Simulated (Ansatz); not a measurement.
# BH₄+ (singlet): wave-function methods side by side at distance B1–H3 = 1.346 Å, cc-pVDZ

How much of the correlation energy of BH₄+ (singlet) does each wave-function method recover here?

Computed with Ansatz 0.2.0, Gaussian basis. Level: cc-pVDZ, core rule «outside noble gas», up to 1 orbitals frozen.

The runs, in order: UHF; CCSD(T) on RHF; BCCD(T) on RHF; CISD; CCSDT(Q) on RHF; CASSCF and MRCISD+Q, 2 electrons in 2 orbitals; CASSCF and NEVPT2, 2 electrons in 2 orbitals; CASSCF and MRCISD+Q, 6 electrons in 8 orbitals; CASSCF and NEVPT2, 6 electrons in 8 orbitals; Full CI.

21 further runs of the same task are left out: 1 for a mislabelled method, 15 that didn't finish, 5 set aside as unsound or not needed.

### 1 The system

The geometry derives from a PBE0/def2-TZVP stationary point (not a proven minimum). One bond is set to the value named and the two fragments are kept rigid.

5 atoms, charge 1, spin multiplicity 1.

Atoms are counted from 1 here; the program's logs count them from 0.

Bond lengths: B1–H2 1.210 Å, B1–H3 1.346 Å, B1–H4 1.210 Å, B1–H5 1.210 Å. Angles: H2–B1–H3 90.0°, H2–B1–H4 90.0°, H2–B1–H5 180.0°, H3–B1–H4 180.0°, H3–B1–H5 90.0°, H4–B1–H5 90.0°.

### 2 UHF

in.yaml reads:

```yaml
crystal:
  periodic: [false, false, false]
  atoms:
    - {symbol: B, position_ang: [0.000163, 0.006478, -0.006564]}
    - {symbol: H, position_ang: [-0.015420, 0.867905, 0.843268]}
    - {symbol: H, position_ang: [-0.023554, -0.938888, 0.951265]}
    - {symbol: H, position_ang: [0.021486, 0.856445, -0.867735]}
    - {symbol: H, position_ang: [0.015746, -0.854948, -0.856396]}
basis:
  gaussian: {orbitals: cc-pVDZ}
total_charge: 1
magnetization: {spin_polarized: true, initial_magnetization: 0}
hamiltonian: {xc: hf}
output: {orbitals: {seedname: orbitals}}
```

Started as:

```bash
$ ansatz run in.yaml --threads 1 --pin off --events-out ev --progress --plain --max-ram 2393MiB
```

Further steps of the session: CCSD(T) on RHF; BCCD(T) on RHF; CISD; CCSDT(Q) on RHF; CASSCF and MRCISD+Q, 2 electrons in 2 orbitals; CASSCF and NEVPT2, 2 electrons in 2 orbitals; CASSCF and MRCISD+Q, 6 electrons in 8 orbitals; CASSCF and NEVPT2, 6 electrons in 8 orbitals; Full CI.

Before running them: what should the planned runs give, taken together? Wanted: FCI below the RHF energy; RMP2 from FCI; RCCSD from FCI; RCCSD(T) from FCI; RCCSDT(Q) from FCI; NEVPT2 pair from FCI; MRCISD+Q pair from FCI; NEVPT2 valence from FCI; T1 diagnostic.

As calculated:

| quantity | value |
| --- | --- |
| FCI below the RHF energy | -3.7605 eV |
| RMP2 from FCI | +825.7 meV |
| RCCSD from FCI | +99.7 meV |
| RCCSD(T) from FCI | +21.6 meV |
| RCCSDT(Q) from FCI | +1.1 meV |
| NEVPT2 pair from FCI | +727.6 meV |
| MRCISD+Q pair from FCI | -21.4 meV |
| NEVPT2 valence from FCI | +454.9 meV |
| levels within 1 kcal/mol (43 meV) | RCCSD(T), BCCD(T), RCCSDT, RCCSDT(Q), MRCISD+Q pair, MRCISD+Q valence |
| T1 diagnostic | 0.008 |
| effectively unpaired electrons | 0.07 |

RCCSD(T) misses by +21.6 meV, 0.6 % of the correlation energy. MRCISD+Q pair falls below full CI: the +Q correction isn't variational, and the cores differ from full CI's. One determinant dominates. Of the multireference levels listed MRCISD+Q valence comes nearest in total energy (+7.5 meV), which doesn't show that its space is the better one. These misses are within one basis, not against nature.
